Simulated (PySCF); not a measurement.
# How methods differ on the ionisation energy of Si

Si [Ne] 3s2 3p2 (3P) → Si⁺ [Ne] 3s2 3p1 (2P), as a difference of total energies. All numbers are calculated (PySCF 2.14, the spin-free X2C one-electron Hamiltonian (Gaussian nucleus), in cc-pVDZ-DK (4s3p1d, 18 functions)). Correlated levels: valence: [Ne] frozen. The calculations carry no spin-orbit coupling.

```
           method  ionisation energy (eV)
              UHF                   7.632
            M06-L                   8.127
             PBE0                   8.209
    MP2 (valence)                   7.909
SCS-MP2 (valence)                   7.837
   CCSD (valence)                   7.928
CCSD(T) (valence)                   7.938
```

Q: How much does correlation contribute at CCSD(T) (valence)?

A: 7.938 − (7.632) = 0.306 eV, measured against UHF.

Errors of the correlated levels include the incompleteness of this basis and the frozen core.

For comparison: 8.157 eV (measured; NIST levels, between the centres of gravity of the two terms).
